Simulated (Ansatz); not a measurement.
Steps of a relaxation of C₄H₆O, SMILES `OC1=CCC1` with RKS PBE0-D4/def2-TZVP.

```sh
$ ansatz run in.yaml --threads 4 --pin off --events-out ev --progress --plain --max-ram 10444MiB
```

```yaml
crystal:
  periodic: [false, false, false]
  atoms:
    - {symbol: O, position_ang: [1.047348, 1.934424, -0.204225]}
    - {symbol: C, position_ang: [0.520597, 0.706510, -0.001948]}
    - {symbol: C, position_ang: [0.957547, -0.387611, 0.671576]}
    - {symbol: C, position_ang: [-0.284870, -1.185600, 0.309915]}
    - {symbol: C, position_ang: [-0.780885, 0.088245, -0.463007]}
    - {symbol: H, position_ang: [0.420721, 2.454832, -0.739198]}
    - {symbol: H, position_ang: [1.860377, -0.615608, 1.253708]}
    - {symbol: H, position_ang: [-0.128935, -2.075122, -0.339345]}
    - {symbol: H, position_ang: [-0.942441, -1.483030, 1.156282]}
    - {symbol: H, position_ang: [-1.709521, 0.550137, -0.061635]}
    - {symbol: H, position_ang: [-0.894538, -0.044276, -1.561422]}
basis:
  gaussian: {orbitals: def2-TZVP}
hamiltonian: {xc: pbe0, dispersion: d4}
relax: {f_tol: 0.005, max_steps: 150}
```

Positions (Å) and forces (eV/Å) along the path, 6 of 6 steps:

```xyz
11
step=1 energy=-6286.5530 eV
O     1.047    1.934   -0.204   -0.633   -0.025   -0.322
C     0.521    0.707   -0.002    0.221   -0.805    0.458
C     0.958   -0.388    0.672   -0.163    0.708   -0.387
C    -0.285   -1.186    0.310   -0.133   -0.208    0.037
C    -0.781    0.088   -0.463   -0.110    0.076   -0.116
H     0.421    2.455   -0.739    0.446   -0.351    0.370
H     1.860   -0.616    1.254   -0.493    0.109   -0.314
H    -0.129   -2.075   -0.339   -0.055    0.487    0.320
H    -0.942   -1.483    1.156    0.351    0.184   -0.429
H    -1.710    0.550   -0.062    0.486   -0.235   -0.175
H    -0.895   -0.044   -1.561    0.083    0.059    0.558
11
step=2 energy=-6286.6020 eV
O     1.040    1.922   -0.201   -0.218   -0.025   -0.103
C     0.517    0.699    0.001    0.052   -0.262    0.118
C     0.951   -0.383    0.664   -0.051    0.205   -0.101
C    -0.286   -1.180    0.309   -0.031   -0.062   -0.006
C    -0.778    0.086   -0.462   -0.027    0.052   -0.019
H     0.421    2.438   -0.731    0.141   -0.077    0.103
H     1.844   -0.609    1.238   -0.130    0.018   -0.076
H    -0.129   -2.058   -0.333   -0.014    0.145    0.095
H    -0.934   -1.471    1.148    0.107    0.062   -0.128
H    -1.695    0.543   -0.064    0.141   -0.070   -0.051
H    -0.886   -0.045   -1.548    0.029    0.014    0.168
11
step=3 energy=-6286.6065 eV
O     1.036    1.916   -0.202   -0.023   -0.016   -0.005
C     0.515    0.694    0.001   -0.013    0.007    0.012
C     0.947   -0.381    0.663    0.023   -0.001   -0.003
C    -0.285   -1.179    0.307   -0.012    0.005    0.015
C    -0.777    0.087   -0.460    0.023    0.003   -0.012
H     0.423    2.431   -0.732    0.008    0.019   -0.005
H     1.835   -0.606    1.237    0.001   -0.010    0.002
H    -0.126   -2.050   -0.334    0.003   -0.002   -0.007
H    -0.929   -1.467    1.142   -0.006   -0.005    0.009
H    -1.689    0.542   -0.061   -0.001    0.001    0.006
H    -0.885   -0.044   -1.541   -0.003   -0.001   -0.012
11
step=4 energy=-6286.6066 eV
O     1.034    1.917   -0.200   -0.015   -0.010   -0.002
C     0.515    0.695    0.002    0.006   -0.002   -0.009
C     0.948   -0.381    0.662    0.006    0.008    0.008
C    -0.286   -1.178    0.308    0.003   -0.006   -0.010
C    -0.777    0.086   -0.461   -0.002    0.007    0.011
H     0.422    2.433   -0.731    0.006    0.010   -0.002
H     1.837   -0.608    1.234   -0.001   -0.005    0.003
H    -0.127   -2.051   -0.332    0.000   -0.005   -0.001
H    -0.929   -1.466    1.144   -0.001    0.002    0.001
H    -1.688    0.541   -0.063   -0.006    0.003    0.000
H    -0.883   -0.045   -1.542    0.002   -0.001   -0.001
11
step=5 energy=-6286.6066 eV
O     1.034    1.917   -0.201   -0.009   -0.006   -0.001
C     0.515    0.695    0.001    0.004   -0.001   -0.001
C     0.948   -0.381    0.663    0.004    0.006    0.001
C    -0.286   -1.178    0.308    0.000   -0.003   -0.002
C    -0.777    0.086   -0.460   -0.002    0.001    0.003
H     0.423    2.433   -0.732    0.005    0.004    0.000
H     1.836   -0.608    1.235   -0.001   -0.003    0.001
H    -0.127   -2.051   -0.333    0.000    0.000    0.000
H    -0.929   -1.466    1.144    0.000    0.001    0.000
H    -1.689    0.541   -0.062   -0.001    0.000    0.000
H    -0.883   -0.045   -1.542    0.000    0.000    0.000
11
step=6 energy=-6286.6066 eV
O     1.034    1.917   -0.201   -0.001   -0.001    0.001
C     0.515    0.695    0.001    0.001    0.002    0.000
C     0.948   -0.381    0.663    0.001    0.001   -0.001
C    -0.286   -1.178    0.307    0.000    0.000    0.001
C    -0.777    0.086   -0.460   -0.001   -0.002    0.000
H     0.424    2.434   -0.733    0.001    0.000    0.000
H     1.836   -0.609    1.236    0.000   -0.001    0.000
H    -0.126   -2.051   -0.333    0.000    0.000    0.000
H    -0.929   -1.467    1.143    0.000    0.000    0.000
H    -1.689    0.541   -0.062    0.001    0.000    0.000
H    -0.884   -0.044   -1.541    0.000    0.000    0.000
```

It took 14 s on 4 threads of an Arm Neoverse V2 on a shared host, with 0.44 GiB of host memory at the peak.
